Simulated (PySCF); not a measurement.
Some computed properties have been withheld. Give your best values.

Compound: CH3CH2CF2CH3, C4H8F2.
Z-matrix (Å and degrees, PBE0-D3(BJ)/def2-TZVP geometry), rows numbered from 1:
```
C 
C   1  1.5181
C   2  1.5117  1  114.05
C   3  1.5040  2  116.81  1    60.12
F   3  1.3706  2  107.93  1  -177.34
F   3  1.3715  2  108.85  1   -63.22
H   1  1.0912  2  110.33  3   175.12
H   1  1.0920  2  111.87  3   -65.34
H   1  1.0914  2  111.00  3    55.59
H   2  1.0931  1  110.93  3   121.52
H   2  1.0932  1  110.60  3  -119.77
H   4  1.0894  3  110.39  2   -63.19
H   4  1.0905  3  110.05  2    57.42
H   4  1.0901  3  108.98  2   177.10
```

```csv
property,level,value
point group,PBE0-D3(BJ)/def2-TZVP,?
"rotational constants A, B, C",PBE0-D3(BJ)/def2-TZVP,?
dipole moment,B97-2/pcSseg-2,?
HOMO energy,B97-2/pcSseg-2,?
LUMO energy,B97-2/pcSseg-2,0.59 eV
13C chemical shifts (computed TMS as zero) by class,GIAO B97-2/pcSseg-2,"132.6 (C3), 35.6 (C2), 23.0 (C4), 11.1 (C1) ppm"
1H chemical shifts (computed TMS as zero) by class,GIAO B97-2/pcSseg-2,?
"isotropic shieldings of nuclei other than C and H, by class",GIAO B97-2/pcSseg-2,284 (F5/F6) ppm
```

Gas-phase values; electronic properties from PySCF, density fitting. One conformer (not necessarily the lowest) at the PBE0-D3(BJ)/def2-TZVP geometry, without solvent or vibrations. NMR classes are plain means over equivalent atoms (diastereotopic ones count apart unless rotation or inversion swaps them), as if these changed places fast; in this geometry the members of some classes differ.

(1) What is the dipole moment?

(2) The rotational constants A, B, C?

(3) The point group?

(4) Give the 1H chemical shifts (computed TMS as zero) by class.

(5) The HOMO energy?

Answers

(1) 2.41 D.

(2) 4.805, 2.686, 2.620 GHz.

(3) C1.

(4) 1.80 (H10/H11), 1.44 (H12/H13/H14), 1.01 (H7/H8/H9) ppm.

(5) -8.95 eV.

With B = h/(8π²I), that is 505.379 GHz u Å² over I, the principal moments of inertia are 105.2, 188.1 and 192.9 u Å² (most abundant isotopes); the inertial defect Ic − Ia − Ib is -100.4 u Å² (zero for a rigid planar frame, negative otherwise). A dipole of 2.41 D is allowed in C1, and pure rotational transitions are dipole-allowed. The dipole equals about 8.0 × 10⁻³⁰ C·m (1 D = 3.33564 × 10⁻³⁰ C·m).

For the NMR shielding job (B97-2/pcSseg-2), on one thread of an Intel Xeon Platinum 8488C, no GPU, shared host, this took 49 s and 1.2 GiB of memory at its peak.
